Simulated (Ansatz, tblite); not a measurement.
# The cluster P3: spin-state energies by level, part 1 of 2

Aim: set other spin states of the cluster P3 against its doublet, on many levels of theory.

Program: Ansatz 0.2.0, Gaussian basis. Level of theory: as each input shows. These are calculated values, not measurements.

Plan: quartet, relaxed (GFN1-xTB, GFN2-xTB, PBE0-D4/def2-TZVP, PBE-D4/def2-TZVP, r2SCAN-D4/def2-TZVP, ωB97M-V/def2-TZVP, B2PLYP/def2-TZVP, B97M-V/def2-TZVP, r2SCAN0-D4/def2-TZVP, HF/def2-TZVP, PBE+5HF/def2-TZVP, PBE+10HF/def2-TZVP, PBE+15HF/def2-TZVP, PBE+35HF/def2-TZVP, PBE+50HF/def2-TZVP, HF/STO-3G, CCSD(T)/def2-TZVPP, MP2/def2-TZVP, RPA/def2-TZVP); the doublet's energies come from earlier runs.

## (1) The structure

The doublet was relaxed beforehand with PBE0-D4/def2-TZVP. At that level it is the lowest of the isomers that a small search found.

3 atoms, charge 0, spin multiplicity 2.

Atoms are counted from 1 here; the program's logs count them from 0.

Bond lengths: P1–P2 2.068 Å, P1–P3 2.069 Å, P2–P3 2.230 Å. Angles: P2–P1–P3 65.2°, P1–P2–P3 57.4°, P1–P3–P2 57.4°.

## (2) Relaxing the quartet

The input, in.yaml:

```yaml
crystal:
  periodic: [false, false, false]
  atoms:
    - {symbol: P, position_ang: [0.341336, 1.060607, 0.328272]}
    - {symbol: P, position_ang: [-1.184239, -0.333686, 0.256798]}
    - {symbol: P, position_ang: [0.842903, -0.726931, -0.585070]}
basis:
  gaussian: {orbitals: def2-TZVP}
magnetization: {spin_polarized: true, initial_magnetization: 3}
hamiltonian: {xc: pbe0, dispersion: d4}
scf: {lower_state_search: "off"}
output: {orbitals: {seedname: orbitals}}
relax: {f_tol: 0.02, max_steps: 100}
```

Launch:

```
$ ansatz run in.yaml --threads 4 --pin off --events-out ev --progress --plain --max-ram 3916MiB
```

The log of the run:

```text
Functional definition: PBE0
  name "PBE0"
  cite "Adamo & Barone, J. Chem. Phys. 110, 6158 (1999) doi:10.1063/1.478522"
  cite "Perdew, Burke & Ernzerhof, Phys. Rev. Lett. 77, 3865 (1996) doi:10.1103/PhysRevLett.77.3865"
  parent pbe
  parameter a = 0.25
  parameter kappa = 0.804
  parameter beta = 0.06672455060314922
  exchange = (1 - a)*pbe_x(kappa = kappa, mu = beta*pi^2/3) + a*exact_x
  correlation = pbe_c(beta = beta)
these checks for a lower state are left out or cut short: stability, starts, cluster_reference, orbital_swaps, neighbouring_geometries, increment
846 factors; their error is unknown
mean field evaluation 1: about -27852.8881 eV, gradient 1.2e1 eV
mean field evaluation 2: about -27852.9073 eV, gradient 1.2e1 eV
mean field evaluation 4: about -27853.7398 eV, gradient 1.2e0 eV
mean field evaluation 8: about -27853.7800 eV, gradient 3.0e-2 eV
mean field evaluation 16: about -27853.7800 eV, gradient 1.3e-4 eV
mean field -27853.78004710 eV, -1023.6075367607 hartree, gradient 4.0e-6 eV, S^2 3.769236; 0 other end points of the search recorded, 0 dependent functions left out
the calculation of the forces begins
reference -27853.78006936 eV, -1023.6075375786 hartree; 24, 21 occupied and 87, 90 virtual orbitals, 846 factors
relax step   1: F+E_penalty+E_count = -27853.89407634 eV  Δ(F+E_penalty+E_count) = +0.000e0 eV  max|allowed force component| = 9.549e-1 eV/Å  Δτ_max = 0.0000 Å  (21 SCF iters, accepted)
these checks for a lower state are left out or cut short: stability, starts, cluster_reference, orbital_swaps, neighbouring_geometries, increment
846 factors; their error is unknown
mean field evaluation 32: about -27853.8121 eV, gradient 1.9e-6 eV
mean field -27853.81209040 eV, -1023.6087143303 hartree, gradient 1.9e-6 eV, S^2 3.769944; 0 other end points of the search recorded, 0 dependent functions left out
the calculation of the forces begins
reference -27853.81211271 eV, -1023.6087151501 hartree; 24, 21 occupied and 87, 90 virtual orbitals, 846 factors
relax step   2: F+E_penalty+E_count = -27853.92601215 eV  Δ(F+E_penalty+E_count) = -3.194e-2 eV  max|allowed force component| = 3.252e-1 eV/Å  Δτ_max = 0.0210 Å  (29 SCF iters, accepted)
these checks for a lower state are left out or cut short: stability, starts, cluster_reference, orbital_swaps, neighbouring_geometries, increment
846 factors; their error is unknown
mean field -27853.81819991 eV, -1023.6089388506 hartree, gradient 2.2e-6 eV, S^2 3.770569; 0 other end points of the search recorded, 0 dependent functions left out
the calculation of the forces begins
reference -27853.81822225 eV, -1023.6089396718 hartree; 24, 21 occupied and 87, 90 virtual orbitals, 846 factors
relax step   3: F+E_penalty+E_count = -27853.93205748 eV  Δ(F+E_penalty+E_count) = -6.045e-3 eV  max|allowed force component| = 3.040e-2 eV/Å  Δτ_max = 0.0172 Å  (27 SCF iters, accepted)
these checks for a lower state are left out or cut short: stability, starts, cluster_reference, orbital_swaps, neighbouring_geometries, increment
846 factors; their error is unknown
mean field -27853.81829652 eV, -1023.6089424011 hartree, gradient 9.9e-7 eV, S^2 3.770654; 0 other end points of the search recorded, 0 dependent functions left out
the calculation of the forces begins
reference -27853.81831887 eV, -1023.6089432225 hartree; 24, 21 occupied and 87, 90 virtual orbitals, 846 factors
relax step   4: F+E_penalty+E_count = -27853.93214727 eV  Δ(F+E_penalty+E_count) = -8.980e-5 eV  max|allowed force component| = 1.604e-3 eV/Å  Δτ_max = 0.0024 Å  (22 SCF iters, accepted)
Total energy: -27853.93216962 eV, -1023.6131271604 hartree
Atom 0 at     0.343286     1.065532     0.329674 Å, force    -0.000498    -0.001604    -0.000503 eV/Å
Atom 1 at    -1.221253    -0.329444     0.270944 Å, force     0.000358     0.000766     0.000200 eV/Å
Atom 2 at     0.877967    -0.736098    -0.600618 Å, force     0.000140     0.000838     0.000303 eV/Å
Dipole moment:     0.013945     0.043284     0.013392 e Å
Checks for a lower state left out: stability, starts, cluster_reference, orbital_swaps, neighbouring_geometries, increment
```

It took 13 s on 4 threads of Intel Xeon at 2.50GHz, shared host.

The steps of the relaxation:

```tsv
step	energy from step 1 (eV)	largest force component (eV/Å)
1	0.0000	0.9549
2	-0.0319	0.3252
3	-0.0380	0.0304
4	-0.0381	0.0016
```

Distances of close pairs at the start and the end, largest changes first:

```tsv
bond	before (Å)	after (Å)	change (Å)
P2–P3	2.230	2.309	+0.079
P1–P2	2.068	2.097	+0.029
P1–P3	2.069	2.097	+0.028
```

## (3) Quartet, GFN1-xTB

Tight binding, by tblite at 300 K electronic temperature and without a spin-polarisation term:

```python
tblite.interface.Calculator('GFN1-xTB', numbers, positions, charge=0, uhf=3).singlepoint()
```

Energy -210.0202 eV; 0.01 s.

## (4) Quartet, GFN2-xTB

Tight binding, by tblite at 300 K electronic temperature and without a spin-polarisation term:

```python
tblite.interface.Calculator('GFN2-xTB', numbers, positions, charge=0, uhf=3).singlepoint()
```

Energy -202.4563 eV; 0.008 s.

## (5) Quartet, PBE0-D4/def2-TZVP

start.molden holds the orbitals of an earlier run on this state, given as this run's starting guess.

The input, in.yaml:

```yaml
crystal:
  periodic: [false, false, false]
  atoms:
    - {symbol: P, position_ang: [0.343286, 1.065532, 0.329674]}
    - {symbol: P, position_ang: [-1.221253, -0.329444, 0.270944]}
    - {symbol: P, position_ang: [0.877967, -0.736098, -0.600618]}
basis:
  gaussian: {orbitals: def2-TZVP, initial_orbitals: start.molden}
magnetization: {spin_polarized: true, initial_magnetization: 3}
hamiltonian: {xc: pbe0, dispersion: d4}
output: {orbitals: {seedname: orbitals}}
```

The command is unchanged.

The log of the run:

```text
Functional definition: PBE0
  name "PBE0"
  cite "Adamo & Barone, J. Chem. Phys. 110, 6158 (1999) doi:10.1063/1.478522"
  cite "Perdew, Burke & Ernzerhof, Phys. Rev. Lett. 77, 3865 (1996) doi:10.1103/PhysRevLett.77.3865"
  parent pbe
  parameter a = 0.25
  parameter kappa = 0.804
  parameter beta = 0.06672455060314922
  exchange = (1 - a)*pbe_x(kappa = kappa, mu = beta*pi^2/3) + a*exact_x
  correlation = pbe_c(beta = beta)
846 factors; their error is unknown
mean field evaluation 1: about -27853.7884 eV, gradient 2.9e-2 eV
mean field evaluation 2: about -27853.8183 eV, gradient 4.7e-5 eV
mean field evaluation 4: about -27853.8183 eV, gradient 1.9e-5 eV
mean field evaluation 8: about -27853.7633 eV, gradient 1.8e0 eV
mean field evaluation 16: about -27853.8183 eV, gradient 2.8e-3 eV
mean field evaluation 32: about -27853.3221 eV, gradient 4.0e0 eV
mean field -27853.81829646 eV, -1023.6089423988 hartree, gradient 3.6e-6 eV, S^2 3.770654; 5 other end points of the search recorded, 0 dependent functions left out
reference -27853.81831881 eV, -1023.6089432201 hartree; 24, 21 occupied and 87, 90 virtual orbitals, 846 factors
Total energy: -27853.93216956 eV, -1023.6131271580 hartree
```

It took 6 s on 4 threads of Intel Xeon at 2.50GHz, shared host.

Report: HOMO -5.55 eV, LUMO -5.41 eV (over both spins); ⟨S²⟩ 3.771 (pure: 3.75).

## (6) Quartet, PBE-D4/def2-TZVP

Changes to in.yaml since step 5:

```diff
@@ -9,3 +9,4 @@
 magnetization: {spin_polarized: true, initial_magnetization: 3}
-hamiltonian: {xc: pbe0, dispersion: d4}
+hamiltonian: {xc: pbe, dispersion: d4}
+scf: {omitted_lower_state_checks: [starts]}
 output: {orbitals: {seedname: orbitals}}
```

Same command.

The log of the run:

```text
Functional definition: PBE
  name "PBE"
  cite "Perdew, Burke & Ernzerhof, Phys. Rev. Lett. 77, 3865 (1996) doi:10.1103/PhysRevLett.77.3865"
  parent pbe
  parameter kappa = 0.804
  parameter beta = 0.06672455060314922
  exchange = pbe_x(kappa = kappa, mu = beta*pi^2/3)
  correlation = pbe_c(beta = beta)
these checks for a lower state are left out or cut short: starts
810 factors; their error is unknown
mean field evaluation 1: about -27851.6366 eV, gradient 8.0e0 eV
mean field evaluation 2: about -27851.7117 eV, gradient 1.2e-1 eV
mean field evaluation 4: about -27851.7079 eV, gradient 5.9e-4 eV
mean field evaluation 8: about -27851.7079 eV, gradient 1.3e-5 eV
mean field -27851.70785981 eV, -1023.5313852822 hartree, gradient 1.2e-5 eV, S^2 3.760260; 0 other end points of the search recorded, 0 dependent functions left out
reference -27851.70788958 eV, -1023.5313863762 hartree; 24, 21 occupied and 87, 90 virtual orbitals, 810 factors
Total energy: -27851.84469875 eV, -1023.5364140208 hartree
Checks for a lower state left out: starts
```

Run time: 2.8 s. Hardware: 4 threads of Intel Xeon at 2.50GHz, shared host.

From the report: HOMO -4.45 eV, LUMO -6.25 eV (over both spins; with the spin held, an empty level of the minority spin lies below the top filled one); ⟨S²⟩ 3.760 (pure: 3.75).

## (7) Quartet, r2SCAN-D4/def2-TZVP

Changes to in.yaml since step 6:

```diff
@@ -9,3 +9,3 @@
 magnetization: {spin_polarized: true, initial_magnetization: 3}
-hamiltonian: {xc: pbe, dispersion: d4}
+hamiltonian: {xc: r2scan, dispersion: d4}
 scf: {omitted_lower_state_checks: [starts]}
```

Same command.

The log of the run:

```text
Functional definition: r2SCAN
  name "r2SCAN"
  cite "Furness, Kaplan, Ning, Perdew & Sun, J. Phys. Chem. Lett. 11, 8208 (2020) doi:10.1021/acs.jpclett.0c02405"
  cite "Furness, Kaplan, Ning, Perdew & Sun, J. Phys. Chem. Lett. 11, 9248 (2020) doi:10.1021/acs.jpclett.0c03077"
  parent r2scan
  parameter k0 = 0.174
  parameter k1 = 0.065
  parameter a1 = 4.9479
  exchange = r2scan_x(k0 = k0, k1 = k1, a1 = a1)
  correlation = r2scan_c
these checks for a lower state are left out or cut short: starts
810 factors; their error is unknown
mean field evaluation 1: about -27862.2309 eV, gradient 5.7e0 eV
mean field evaluation 2: about -27862.2616 eV, gradient 5.7e-2 eV
mean field evaluation 4: about -27862.2577 eV, gradient 2.2e-4 eV
mean field evaluation 8: about -27862.2577 eV, gradient 3.5e-5 eV
mean field -27862.25766871 eV, -1023.9190836086 hartree, gradient 3.4e-5 eV, S^2 3.772682; 0 other end points of the search recorded, 0 dependent functions left out
reference -27862.25767875 eV, -1023.9190839776 hartree; 24, 21 occupied and 87, 90 virtual orbitals, 810 factors
Total energy: -27862.28340690 eV, -1023.9200294697 hartree
Checks for a lower state left out: starts
```

Run time: 5.5 s. Hardware: 4 threads of Intel Xeon at 2.50GHz, shared host.

HOMO -4.76 eV, LUMO -6.13 eV (over both spins; with the spin held, an empty level of the minority spin lies below the top filled one); ⟨S²⟩ 3.773 (pure: 3.75).

## (8) Quartet, ωB97M-V/def2-TZVP

Changes to in.yaml since step 7:

```diff
@@ -9,3 +9,3 @@
 magnetization: {spin_polarized: true, initial_magnetization: 3}
-hamiltonian: {xc: r2scan, dispersion: d4}
+hamiltonian: {xc: {name: wB97M-V}}
 scf: {omitted_lower_state_checks: [starts]}
```

Same command.

The log of the run:

```text
Functional definition: wB97M-V
  name "wB97M-V"
  cite "Mardirossian & Head-Gordon, J. Chem. Phys. 144, 214110 (2016) doi:10.1063/1.4952647"
  cite "Becke, J. Chem. Phys. 107, 8554 (1997) doi:10.1063/1.475007"
  cite "Vydrov & Van Voorhis, J. Chem. Phys. 133, 244103 (2010) doi:10.1063/1.3521275"
  # Of w^i u^j: cxij and so on, Table III.
  parameter omega = 0.3/bohr
  parameter cx = 0.15
  parameter cx01 = 1.007
  parameter cx10 = 0.259
  parameter css00 = 0.443
  parameter css04 = -1.437
  parameter css10 = -4.535
  parameter css20 = -3.390
  parameter css43 = 4.278
  parameter cos00 = 1.000
  parameter cos10 = 1.358
  parameter cos20 = 2.924
  parameter cos21 = -8.812
  parameter cos60 = -1.390
  parameter cos61 = 9.142
  parameter b = 6.0
  parameter c = 0.01
  gx(w, u) = 1 - cx + cx01*u + cx10*w
  gss(w, u) = css00 + css04*u^4 + css10*w + css20*w^2 + css43*w^4*u^3
  gos(w, u) = cos00 + cos10*w + (cos20 + cos21*u)*w^2 + (cos60 + cos61*u)*w^6
  exchange = spin_sum(e_x_unif_sr(omega)*gx(b97_w, b97_u_x)) + cx*exact_x_sr(omega) + exact_x_lr(omega)
  correlation = spin_sum(e_c_pw_mod_same_spin*gss(b97_w, b97_u_same))
      + integral(e_c_pw_mod_opposite_spin*gos(b97_w_opposite, b97_u_opposite)) + vv10(b, c)
these checks for a lower state are left out or cut short: starts
810 factors; their error is unknown
135 factors; integrals over basis functions are off by at most 5.0e-5 eV
mean field evaluation 1: about -27862.3878 eV, gradient 7.8e0 eV
mean field evaluation 2: about -27862.4849 eV, gradient 1.7e-1 eV
mean field evaluation 4: about -27862.5009 eV, gradient 2.3e-3 eV
mean field evaluation 8: about -27862.5009 eV, gradient 9.1e-6 eV
mean field -27862.50092709 eV, -1023.9280231893 hartree, gradient 9.1e-6 eV, S^2 3.762055; 0 other end points of the search recorded, 0 dependent functions left out
reference -27862.50095916 eV, -1023.9280243678 hartree; 24, 21 occupied and 87, 90 virtual orbitals, 810 factors
Total energy: -27862.50095916 eV, -1023.9280243678 hartree
Checks for a lower state left out: starts
```

It took 17 s on 4 threads of Intel Xeon at 2.50GHz, shared host.

Report: HOMO -7.22 eV, LUMO -3.48 eV (over both spins); ⟨S²⟩ 3.762 (pure: 3.75).

## (9) Quartet, B2PLYP/def2-TZVP

Changes to in.yaml since step 8:

```diff
@@ -9,4 +9,3 @@
 magnetization: {spin_polarized: true, initial_magnetization: 3}
-hamiltonian: {xc: {name: wB97M-V}}
+hamiltonian: {xc: {name: B2PLYP}}
 scf: {omitted_lower_state_checks: [starts]}
-output: {orbitals: {seedname: orbitals}}
```

Same command.

The log of the run:

```text
Functional definition: B2PLYP
  name "B2PLYP"
  cite "Grimme, J. Chem. Phys. 124, 034108 (2006) doi:10.1063/1.2148954"
  cite "Becke, Phys. Rev. A 38, 3098 (1988) doi:10.1103/PhysRevA.38.3098"
  cite "Lee, Yang & Parr, Phys. Rev. B 37, 785 (1988) doi:10.1103/PhysRevB.37.785"
  parameter a = 0.53
  parameter c = 0.27
  exchange = (1 - a)*b88_x + a*exact_x
  correlation = (1 - c)*lyp_c + c*(mp2_os + mp2_ss)
these checks for a lower state are left out or cut short: starts
649 factors; integrals over basis functions are off by at most 4.8e-4 eV
mean field evaluation 1: about -27850.0869 eV, gradient 7.8e0 eV
mean field evaluation 2: about -27850.1710 eV, gradient 1.4e-1 eV
mean field evaluation 4: about -27850.5582 eV, gradient 1.1e-2 eV
mean field evaluation 8: about -27850.5584 eV, gradient 9.7e-7 eV
mean field -27850.55835748 eV, -1023.4891418509 hartree, gradient 3.4e-6 eV, S^2 3.785779; 0 other end points of the search recorded, 0 dependent functions left out
15 core orbitals not correlated: weight in the atoms' cores, before any rotation towards them, 1.000 or more for the frozen orbitals, at most 0.000 for the correlated occupied ones
reference -27850.55848386 eV, -1023.4891464952 hartree; 9, 6 occupied and 87, 90 virtual orbitals, 649 factors
second order -13.15664312 eV of doubles, -0.00000000 eV of singles
Total energy: -27854.11077750 eV, -1023.6196908787 hartree
Checks for a lower state left out: starts
```

Wall time 7 s (4 threads of Intel Xeon at 2.50GHz, shared host).

Report: ⟨S²⟩ 3.786 (pure: 3.75).

## (10) Quartet, B97M-V/def2-TZVP

Changes to in.yaml since step 9:

```diff
@@ -9,3 +9,4 @@
 magnetization: {spin_polarized: true, initial_magnetization: 3}
-hamiltonian: {xc: {name: B2PLYP}}
+hamiltonian: {xc: {name: B97M-V}}
 scf: {omitted_lower_state_checks: [starts]}
+output: {orbitals: {seedname: orbitals}}
```

The command is unchanged.

The log of the run:

```text
Functional definition: B97M-V
  name "B97M-V"
  cite "Mardirossian & Head-Gordon, J. Chem. Phys. 142, 074111 (2015) doi:10.1063/1.4907719"
  cite "Becke, J. Chem. Phys. 107, 8554 (1997) doi:10.1063/1.475007"
  cite "Vydrov & Van Voorhis, J. Chem. Phys. 133, 244103 (2010) doi:10.1063/1.3521275"
  # Of w^i u^j: cxij and so on, Table III.
  parameter cx00 = 1.000
  parameter cx01 = 1.308
  parameter cx02 = 1.901
  parameter cx10 = 0.416
  parameter cx11 = 3.070
  parameter css00 = 1.000
  parameter css02 = -1.855
  parameter css10 = -5.668
  parameter css32 = -20.497
  parameter css42 = -20.364
  parameter cos00 = 1.000
  parameter cos01 = 1.573
  parameter cos03 = -6.298
  parameter cos10 = 2.535
  parameter cos32 = -6.427
  parameter b = 6.0
  parameter c = 0.01
  gx(w, u) = cx00 + cx01*u + cx02*u^2 + (cx10 + cx11*u)*w
  gss(w, u) = css00 + css02*u^2 + css10*w + (css32*w^3 + css42*w^4)*u^2
  gos(w, u) = cos00 + cos01*u + cos03*u^3 + cos10*w + cos32*w^3*u^2
  exchange = spin_sum(e_x_unif_s*gx(b97_w, b97_u_x))
  correlation = spin_sum(e_c_pw_mod_same_spin*gss(b97_w, b97_u_same))
      + integral(e_c_pw_mod_opposite_spin*gos(b97_w_opposite, b97_u_opposite)) + vv10(b, c)
these checks for a lower state are left out or cut short: starts
810 factors; their error is unknown
mean field evaluation 1: about -27856.9568 eV, gradient 1.2e1 eV
mean field evaluation 2: about -27857.0775 eV, gradient 1.4e-1 eV
mean field evaluation 4: about -27857.0720 eV, gradient 8.2e-4 eV
mean field evaluation 8: about -27857.0720 eV, gradient 1.4e-5 eV
mean field -27857.07204082 eV, -1023.7285152984 hartree, gradient 1.4e-5 eV, S^2 3.764278; 0 other end points of the search recorded, 0 dependent functions left out
reference -27857.07208280 eV, -1023.7285168414 hartree; 24, 21 occupied and 87, 90 virtual orbitals, 810 factors
Total energy: -27857.07208280 eV, -1023.7285168414 hartree
Checks for a lower state left out: starts
```

Run time: 8 s. Hardware: 4 threads of Intel Xeon at 2.50GHz, shared host.

Report: HOMO -4.52 eV, LUMO -6.12 eV (over both spins; with the spin held, an empty level of the minority spin lies below the top filled one); ⟨S²⟩ 3.764 (pure: 3.75).

## (11) Quartet, r2SCAN0-D4/def2-TZVP

Changes to in.yaml since step 10:

```diff
@@ -9,3 +9,3 @@
 magnetization: {spin_polarized: true, initial_magnetization: 3}
-hamiltonian: {xc: {name: B97M-V}}
+hamiltonian: {xc: {name: r2SCAN0}, dispersion: d4}
 scf: {omitted_lower_state_checks: [starts]}
```

Launched as before.

The log of the run:

```text
Functional definition: r2SCAN0
  name "r2SCAN0"
  cite "Bursch, Neugebauer, Ehlert & Grimme, J. Chem. Phys. 156, 134105 (2022) doi:10.1063/5.0086040"
  cite "Furness, Kaplan, Ning, Perdew & Sun, J. Phys. Chem. Lett. 11, 8208 (2020) doi:10.1021/acs.jpclett.0c02405"
  cite "Furness, Kaplan, Ning, Perdew & Sun, J. Phys. Chem. Lett. 11, 9248 (2020) doi:10.1021/acs.jpclett.0c03077"
  parent r2scan
  parameter a = 0.25
  parameter k0 = 0.174
  parameter k1 = 0.065
  parameter a1 = 4.9479
  exchange = (1 - a)*r2scan_x(k0 = k0, k1 = k1, a1 = a1) + a*exact_x
  correlation = r2scan_c
these checks for a lower state are left out or cut short: starts
846 factors; their error is unknown
mean field evaluation 1: about -27861.7480 eV, gradient 5.2e0 eV
mean field evaluation 2: about -27861.7880 eV, gradient 5.3e-2 eV
mean field evaluation 4: about -27861.8183 eV, gradient 1.4e-4 eV
mean field evaluation 8: about -27861.8183 eV, gradient 1.9e-5 eV
mean field -27861.81828050 eV, -1023.9029363897 hartree, gradient 1.9e-5 eV, S^2 3.782941; 0 other end points of the search recorded, 0 dependent functions left out
reference -27861.81828837 eV, -1023.9029366788 hartree; 24, 21 occupied and 87, 90 virtual orbitals, 846 factors
Total energy: -27861.85124630 eV, -1023.9041478603 hartree
Checks for a lower state left out: starts
```

It took 7 s on 4 threads of Intel Xeon at 2.50GHz, shared host.

HOMO -5.77 eV, LUMO -5.30 eV (over both spins); ⟨S²⟩ 3.783 (pure: 3.75).

## (12) Quartet, HF/def2-TZVP

Changes to in.yaml since step 11:

```diff
@@ -9,3 +9,3 @@
 magnetization: {spin_polarized: true, initial_magnetization: 3}
-hamiltonian: {xc: {name: r2SCAN0}, dispersion: d4}
+hamiltonian: {xc: hf}
 scf: {omitted_lower_state_checks: [starts]}
```

Launched as before.

The log of the run:

```text
Functional definition: HF
  name "HF"
  cite "Fock, Z. Phys. 61, 126 (1930) doi:10.1007/BF01340294"
  parent pbe
  exchange = exact_x
  correlation = 0
these checks for a lower state are left out or cut short: starts
1020 factors; their error is unknown
mean field evaluation 1: about -27813.8866 eV, gradient 2.3e1 eV
mean field evaluation 2: about -27814.4842 eV, gradient 8.7e-1 eV
mean field evaluation 4: about -27814.6332 eV, gradient 7.8e-2 eV
mean field evaluation 8: about -27814.6332 eV, gradient 4.1e-5 eV
mean field evaluation 16: about -27814.6332 eV, gradient 8.8e-6 eV
mean field -27814.63317733 eV, -1022.1689158313 hartree, gradient 8.8e-6 eV, S^2 3.836344; 0 other end points of the search recorded, 0 dependent functions left out
reference -27814.63317733 eV, -1022.1689158313 hartree; 24, 21 occupied and 87, 90 virtual orbitals, 1020 factors
Total energy: -27814.63317733 eV, -1022.1689158313 hartree
Checks for a lower state left out: starts
```

Wall time 6 s (4 threads of Intel Xeon at 2.50GHz, shared host).

HOMO -8.17 eV, LUMO -1.68 eV (over both spins); ⟨S²⟩ 3.836 (pure: 3.75).

(Continued in part 2 of 2.)
